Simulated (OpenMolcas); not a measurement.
# [CF3]+ (SMILES F[C+](F)F) in OpenMolcas

Wanted: the excited states of [CF3]+.

The calculation is run with OpenMolcas 26.06.

**1. The system as given**

[CF3]+: 4 atoms, total charge +1, spin state singlet. As SMILES, `F[C+](F)F`. All atoms were displaced at random from a relaxed shape.

Bond lengths: F1–C2 1.461 Å, C2–F3 1.046 Å, C2–F4 1.154 Å. Angles: F1–C2–F3 119.2°, F1–C2–F4 114.3°, F3–C2–F4 122.7°.

**2. The run**

File step16.input:

```
&GATEWAY
  COORD
  4
  angstrom
  F        0.755846      -0.132286       1.079575
  C       -0.058054      -0.054988      -0.130846
  F       -0.682970      -0.856289      -0.377483
  F       -0.243207       1.019283      -0.510878
  BASIS=ANO-RCC-VDZ
  GROUP=NoSym

&SEWARD

&RASSCF
  FILEORB=$CurrDir/step2.RasOrb
  SPIN=1
  NACTEL=4 0 0
  INACTIVE=14
  RAS2=4
  CIROOT=6 6 1
  ITERATIONS=1 100
  ORBLISTING=Nothing

&CASPT2
  MULTISTATE=all
```

Launch:

```console
$ export MOLCAS_MEM=1860
$ pymolcas step16.input > step16.log
```

What it wrote:

```text
--- Start Module: gateway ---

                                              &GATEWAY

                       available to each process: 1.9 GB of memory, 1 thread

++    Symmetry information:
      ---------------------

                    Character Table for C1

                             E
                    a        1  x, y, xy, Rz, z, xz, Ry, yz, Rx, I
--

++    Basis set information:
      ----------------------

      Basis set label: F.ANO-RCC...3S2P.

      Electronic valence basis set:
      ------------------
      Associated Effective Charge   9.000000 au
      Associated Actual Charge      9.000000 au
      Nuclear Model: Point charge

      Shell  nPrim  nBasis  Cartesian Spherical Contaminant
         s      14       3        X
         p       9       2        X

      Basis set label: C.ANO-RCC...3S2P.

      Electronic valence basis set:
      ------------------
      Associated Effective Charge   6.000000 au
      Associated Actual Charge      6.000000 au
      Nuclear Model: Point charge

      Shell  nPrim  nBasis  Cartesian Spherical Contaminant
         s      14       3        X
         p       9       2        X

      Basis set label: F.ANO-RCC...3S2P.

[... 182 lines left out ...]
                                         RASSCF iterations: Energy and convergence statistics
[... 17 lines left out ...]
      energy=    -334.585474
[... 9 lines left out ...]
      conf/sym  1111     Coeff  Weight
[... 14 lines left out ...]
      printout of CI-coefficients larger than  0.05 for root  4
[... 9 lines left out ...]
      energy=    -333.956466
[... 9 lines left out ...]
      conf/sym  1111     Coeff  Weight
[... 15 lines left out ...]
      Natural orbitals and occupation numbers for root  4
[... 12 lines left out ...]
++    Final optimization conditions:
[... 17 lines left out ...]
::    RASSCF root number  2 Total energy:   -334.43250224
[... 3 lines left out ...]
::    RASSCF root number  6 Total energy:   -333.88464417
[... 113 lines left out ...]
      Dipole Moment (debye):
[... 166 lines left out ...]
      Dipole Moment (debye):
[... 158 lines left out ...]
      Dipole Moment (debye):
[... 47 lines left out ...]
--

      Average orbitals are written to the RASORB file
      Natural orbitals for root   1 are written to the RASORB.1 file
      Natural orbitals for root   2 are written to the RASORB.2 file
      Natural orbitals for root   3 are written to the RASORB.3 file
      Natural orbitals for root   4 are written to the RASORB.4 file
      Natural orbitals for root   5 are written to the RASORB.5 file
      Natural orbitals for root   6 are written to the RASORB.6 file
      Spin density orbitals for root   1 are written to the SPDORB.1 file
      Spin density orbitals for root   2 are written to the SPDORB.2 file
      Spin density orbitals for root   3 are written to the SPDORB.3 file
      Spin density orbitals for root   4 are written to the SPDORB.4 file
      Spin density orbitals for root   5 are written to the SPDORB.5 file
      Spin density orbitals for root   6 are written to the SPDORB.6 file

--- Stop Module: rasscf /rc=_RC_NOT_CONVERGED_ ---
           step16.rasscf.molden.6 step16.LoProp.molden step16.RasOrb step16.RasOrb.1 step16.RasOrb.2 step16.RasOrb.3 step16.RasOrb.4 step16.RasOrb.5 step16.RasOrb.6
           step16.rasscf.h5 step16.SpdOrb.1 step16.SpdOrb.2 step16.SpdOrb.3 step16.SpdOrb.4 step16.SpdOrb.5 step16.SpdOrb.6 xmldump
--- Module rasscf spent 3 seconds ---

.#######################.
.# Convergence problem #.
.#######################.

    Timing: Wall=5.49 User=4.39 System=0.89
```

Run time: 6 s. Hardware: 1 thread of AMD EPYC 7R43 (Zen 3), shared host; peak memory 0.38 GiB.

**3. Reading the log**

The iterations ended before the threshold was met.

The fault: the iteration cap is too low for convergence. To mend it: RASSCF iteration cap default in place of 1.
